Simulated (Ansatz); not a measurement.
## How far each method lies from RCCSDTQ for HAl–Ga–F, singlet

Geometry: a PBE0/def2-TZVP stationary point for this spin, not checked as a minimum.

```yaml
atoms:
  - { symbol: Al, position_ang: [0.0000, -0.3165, 2.3078] }
  - { symbol: Ga, position_ang: [0.0000, 0.2395, -0.3874] }
  - { symbol: F, position_ang: [0.0000, -0.4984, -1.9957] }
  - { symbol: H, position_ang: [0.0000, 1.2983, 2.6383] }
```

Basis cc-pVDZ; Ansatz 0.2.0. Correlated methods freeze the noble-gas cores and the filled d shells of p-block atoms, which leaves 14 electrons in 44 orbitals. Prefix R: restricted or restricted open-shell reference; prefix U: unrestricted. No spin–orbit coupling is included, and no scalar relativity.

Full CI isn't at hand for all of this; RCCSDTQ serves as the reference, and is uncertain by about the last step of the cluster series. The frozen core follows each run's orbitals, which can shift R against U totals by a few meV for light atoms and by up to 0.1 eV past Ca.

- UHF ⟨S²⟩: 0.290
- T1 diagnostic (RCCSD): 0.0199
- largest doubles amplitude (RCCSD): 0.126

```json
{"level": "RHF", "E − E(RCCSDTQ) (kJ/mol)": "884.4", "share of correlation (%)": "0.00", "wall time": "–"}
{"level": "RMP2", "E − E(RCCSDTQ) (kJ/mol)": "101.6", "share of correlation (%)": "88.51", "wall time": "–"}
{"level": "RCCSD", "E − E(RCCSDTQ) (kJ/mol)": "25.5", "share of correlation (%)": "97.12", "wall time": "–"}
{"level": "RCCSD(T)", "E − E(RCCSDTQ) (kJ/mol)": "5.1", "share of correlation (%)": "99.43", "wall time": "1.9 s"}
{"level": "BCCD(T)", "E − E(RCCSDTQ) (kJ/mol)": "4.4", "share of correlation (%)": "99.50", "wall time": "1.8 s"}
{"level": "RCCSDT", "E − E(RCCSDTQ) (kJ/mol)": "2.1", "share of correlation (%)": "99.76", "wall time": "–"}
{"level": "RCCSDT(Q)", "E − E(RCCSDTQ) (kJ/mol)": "-0.2", "share of correlation (%)": "100.02", "wall time": "19 s"}
```

The correlation energy at RCCSDTQ, counted from RHF, is -9.166 eV. That run took 61 s on 2 threads of AMD EPYC 7R13 with a shared H100 80 GB, shared host.

Run but not shown, since their state, orbitals or frozen core can't be matched to the reference's or they repeat it: UHF, UMP2, UCCSD, UCCSD(T), UCCSDT, UCCSDT(Q).

Times hold each run's SCF and search for its determinant on a shared host, so for small cases they say little of a method's own cost; they ran on 1 thread of AMD EPYC 7R13.

Atomization energy (electronic, same basis, no zero-point term; atoms at the same level, unrestricted beside the R rows where the molecule is a closed shell, but restricted open-shell past Ca, as are all atoms' steps beyond CCSDT(Q)) at RCCSDTQ: 828.1 kJ/mol. Errors of other levels:

```
    level  error (kJ/mol)
      RHF          -234.1
     RMP2            16.2
    RCCSD           -17.8
 RCCSD(T)            -3.0
  BCCD(T)            -2.1
   RCCSDT            -1.8
RCCSDT(Q)             0.2
```

This basis is far from its limit, so the value isn't to be set against a measured one.
